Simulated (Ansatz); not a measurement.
Elements on the sites of an ideal bcc lattice, at a guessed lattice constant:

```xyz
16
Lattice="6.9362 0.0000 0.0000 0.0000 6.9362 0.0000 0.0000 0.0000 6.9362" Properties=species:S:1:pos:R:3 pbc="T T T"
Mg    3.4681    0.0000    0.0000
Mg    0.0000    3.4681    0.0000
Mg    0.0000    0.0000    3.4681
Mg    1.7340    1.7340    1.7340
Mg    3.4681    0.0000    3.4681
Mg    5.2021    1.7340    1.7340
Mg    1.7340    5.2021    1.7340
Mg    1.7340    1.7340    5.2021
Mg    3.4681    3.4681    3.4681
Mg    5.2021    5.2021    1.7340
Mg    5.2021    1.7340    5.2021
Mg    1.7340    5.2021    5.2021
Mg    5.2021    5.2021    5.2021
Cu    0.0000    0.0000    0.0000
Cu    3.4681    3.4681    0.0000
Cu    0.0000    3.4681    3.4681
```

Cell and atoms were relaxed without symmetry on coarser meshes and computed once more. These are results of DFT PBE, scalar-relativistic, plane waves, PAW in Ansatz, not measurements.

Cutoff 420 eV; k points 5×5×5 on the computed 16-atom cell (Γ-centred); Gaussian smearing, width 0.10 eV; no spin polarisation.

The relaxation ran on 2×2×2 (shifted) k points with a smearing of 0.1 eV, from sites shaken by 0.02 Å.

Task: What does the relaxation give?

Result: A volume of 19.66 Å³/atom and no gap on the mesh. It lies 0.01 eV/atom above the elements' standard states (static lattices, no corrections for gases). The atoms leave their sites by 0.41 Å (root mean square) and 0.53 Å at most, and the cell stretches by up to 8.5 % at fixed volume.

```
Mg Cu
1.0
     6.22714   -0.00093    0.00129
    -0.00093    7.11043   -0.26404
     0.00129   -0.26404    7.11491
Mg Cu
13 3
Direct
  0.50013 0.05240 0.96315
  0.00000 0.45009 0.05036
  0.00001 0.94802 0.55247
  0.24269 0.21971 0.28078
  0.50001 0.96847 0.53204
  0.75731 0.21972 0.28070
  0.24274 0.77896 0.20794
  0.24277 0.29253 0.72155
  0.50016 0.53730 0.44805
  0.75755 0.77885 0.20803
  0.75750 0.29250 0.72162
  0.24935 0.70807 0.79234
  0.75073 0.70815 0.79236
  0.00018 0.03348 0.96334
  0.49991 0.46331 0.03718
  0.00013 0.53716 0.46715
```

The final mesh leaves forces up to 0.11 eV/Å and stresses up to 0.9 GPa: the relaxation ran on a coarser mesh, so the cell's shape, its bonds and its energy belong partly to that mesh.